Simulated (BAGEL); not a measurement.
# NH3 (SMILES N) at RI-MP2/def2-TZVPPD (density fitting with cc-pvqz-jkfit)

What is the energy change on altering one bond length of NH3 at RI-MP2/def2-TZVPPD (density fitting with cc-pvqz-jkfit)? 

The calculation is run with BAGEL 1.2.2.

4 further runs of the same task are left out: 4 set aside as unsound or not needed.

## Step 1: The structure to begin with

NH3 has 4 atoms, charge 0, and is taken as a singlet. SMILES: `N`. The shape is that of a PBE0-D4/def2-TZVP optimisation.

Bond lengths: N1–H2 1.013 Å, N1–H3 1.013 Å, N1–H4 1.013 Å. Angles: H2–N1–H3 107.1°, H2–N1–H4 107.1°, H3–N1–H4 107.1°.

## Step 2: The energy at RI-MP2/def2-TZVPPD (density fitting with cc-pvqz-jkfit)

Input file mp2.json:

```json
{ "bagel" : [

{
  "title" : "molecule",
  "basis" : "def2-tzvppd.json",
  "df_basis" : "cc-pvqz-jkfit",
  "angstrom" : "true",
  "geometry" : [
    { "atom" : "N", "xyz" : [      -0.069910,       0.249470,       0.110930 ] },
    { "atom" : "H", "xyz" : [       0.490470,      -0.301820,       0.749180 ] },
    { "atom" : "H", "xyz" : [      -0.887480,      -0.301940,      -0.118910 ] },
    { "atom" : "H", "xyz" : [       0.466920,       0.354280,      -0.741200 ] }
  ]
},

{ "title" : "hf" },

{ "title" : "mp2", "ncore" : 1 }

]}
```

The basis set def2-TZVPPD is read from a file made from the Basis Set Exchange's data (not shown).

The run is started by

```console
BAGEL_NUM_THREADS=1 BAGEL mp2.json > mp2.out
```

The program printed:

```text
* using 1 threads per process

  ===============================================================
  ===============================================================

  *** Geometry ***

  { "atom" : "N", "xyz" : [     -0.132111,      0.471430,      0.209627 ] },
  { "atom" : "H", "xyz" : [      0.926854,     -0.570357,      1.415745 ] },
  { "atom" : "H", "xyz" : [     -1.677094,     -0.570584,     -0.224707 ] },
  { "atom" : "H", "xyz" : [      0.882351,      0.669492,     -1.400665 ] },

  Number of auxiliary basis functions:      259

  Since a DF basis is specified, we compute 2- and 3-index integrals:
    o Being stored without compression. Storage requirement is 0.016 GB

  Number of basis functions:       88
  Number of electrons      :       10

    * METHOD: MOLECULE                             0.07

  *** RHF ***

  === Nuclear Repulsion ===
    11.9495390114

      * DIIS with orbital gradients will be used.

  === RHF iteration (def2-tzvppd.json) ===
      0        -56.00085417          0.04143773           0.01
      1        -56.14712577          0.02488515           0.01
      2        -56.22113170          0.00192310           0.01
      3        -56.22191729          0.00031309           0.01
      4        -56.22194341          0.00006238           0.01
      5        -56.22194479          0.00001624           0.01
      6        -56.22194490          0.00000496           0.01
      7        -56.22194491          0.00000102           0.01
      8        -56.22194491          0.00000045           0.01
      9        -56.22194491          0.00000012           0.01
     10        -56.22194491          0.00000003           0.01
     11        -56.22194491          0.00000001           0.01
    * SCF iteration converged.

    * Permanent dipole moment:
           (   -0.155967,     0.556583,     0.247488) a.u.

    * METHOD: HF                                   0.15

  *** RHF ***

  === Nuclear Repulsion ===
    11.9495390114

      * DIIS with orbital gradients will be used.

  === RHF iteration (def2-tzvppd.json) ===
      0        -56.22194491          0.00000000           0.01
    * SCF iteration converged.

    * Permanent dipole moment:
           (   -0.155967,     0.556583,     0.247488) a.u.

  === DF-MP2 calculation ===

    * freezing 1 orbital
    * 3-index integral transformation done
    * assembly done

      MP2 correlation energy:   -0.2364624465      0.01

      MP2 total energy:        -56.4584073579

    * METHOD: MP2                                  0.03

  ===============================================================
```

Run time: 0.36 s. Hardware: 1 thread of Arm Neoverse V1, shared host.

## Step 3: The distorted shape at the same level

Input file input.json:

```json
{ "bagel": [

{
  "title": "molecule",
  "basis": "def2-tzvppd.json",
  "df_basis": "cc-pvqz-jkfit",
  "angstrom": true,
  "geometry": [
    { "atom": "N", "xyz": [      -0.338349,       0.197060,       0.537033 ] },
    { "atom": "H", "xyz": [       0.222031,      -0.354230,       1.175283 ] },
    { "atom": "H", "xyz": [      -1.155919,      -0.354350,       0.307193 ] },
    { "atom": "H", "xyz": [       0.466920,       0.354280,      -0.741200 ] }
  ]
},

{
  "title": "hf"
},

{
  "title": "mp2",
  "ncore": 1
}

]}
```

The basis set def2-TZVPPD is read from a file made from the Basis Set Exchange's data (not shown).

The run is started by

```console
BAGEL_NUM_THREADS=1 BAGEL input.json > input.out
```

The program printed:

```text
* using 1 threads per process

  ===============================================================
  ===============================================================

  *** Geometry ***

  { "atom" : "N", "xyz" : [     -0.639387,      0.372389,      1.014845 ] },
  { "atom" : "H", "xyz" : [      0.419578,     -0.669398,      2.220963 ] },
  { "atom" : "H", "xyz" : [     -2.184370,     -0.669624,      0.580511 ] },
  { "atom" : "H", "xyz" : [      0.882351,      0.669492,     -1.400665 ] },

  Number of auxiliary basis functions:      259

  Since a DF basis is specified, we compute 2- and 3-index integrals:
    o Being stored without compression. Storage requirement is 0.016 GB

  Number of basis functions:       88
  Number of electrons      :       10

    * METHOD: MOLECULE                             0.07

  *** RHF ***

  === Nuclear Repulsion ===
    10.5944755536

      * DIIS with orbital gradients will be used.

  === RHF iteration (def2-tzvppd.json) ===
      0        -55.86475317          0.04026848           0.01
      1        -55.98611660          0.03112716           0.01
      2        -56.12136085          0.00237570           0.01
      3        -56.12329172          0.00056159           0.01
      4        -56.12344386          0.00015202           0.01
      5        -56.12345647          0.00003033           0.01
      6        -56.12345696          0.00000821           0.01
      7        -56.12345700          0.00000346           0.01
      8        -56.12345701          0.00000150           0.01
      9        -56.12345701          0.00000082           0.01
     10        -56.12345702          0.00000022           0.01
     11        -56.12345702          0.00000009           0.01
     12        -56.12345702          0.00000002           0.01
     13        -56.12345702          0.00000001           0.01
    * SCF iteration converged.

    * Permanent dipole moment:
           (   -0.112172,     0.545935,     0.177971) a.u.

    * METHOD: HF                                   0.17

  *** RHF ***

  === Nuclear Repulsion ===
    10.5944755536

      * DIIS with orbital gradients will be used.

  === RHF iteration (def2-tzvppd.json) ===
      0        -56.12345702          0.00000000           0.01
    * SCF iteration converged.

    * Permanent dipole moment:
           (   -0.112172,     0.545935,     0.177971) a.u.

  === DF-MP2 calculation ===

    * freezing 1 orbital
    * 3-index integral transformation done
    * assembly done

      MP2 correlation energy:   -0.2474580096      0.01

      MP2 total energy:        -56.3709150247

    * METHOD: MP2                                  0.03

  ===============================================================
```

It took 0.38 s on 1 thread of Arm Neoverse V1, shared host.

## Step 4: Results

Level: RI-MP2/def2-TZVPPD (density fitting with cc-pvqz-jkfit), 1 core orbital frozen.

```
                                                         quantity         value
                                        first shape: total energy  -56.45841 Eh
          first shape: correlation energy (1 core orbital frozen)    -236.5 mEh
                                    distorted shape: total energy  -56.37092 Eh
      distorted shape: correlation energy (1 core orbital frozen)    -247.5 mEh
energy change with the N1–H4 bond stretched from 1.013 to 1.519 Å      2.381 eV
```

One bond (distorted shape) is far stretched, which a spin-restricted single reference describes badly; perturbation theory on it can break down and give far too much correlation. With the N1–H4 bond stretched from 1.013 to 1.519 Å the energy rises by 2.38 eV (55 kcal/mol). The first shape isn't relaxed at this level, so the change isn't measured from a minimum. A restricted reference can't describe the breaking bond well at this length.
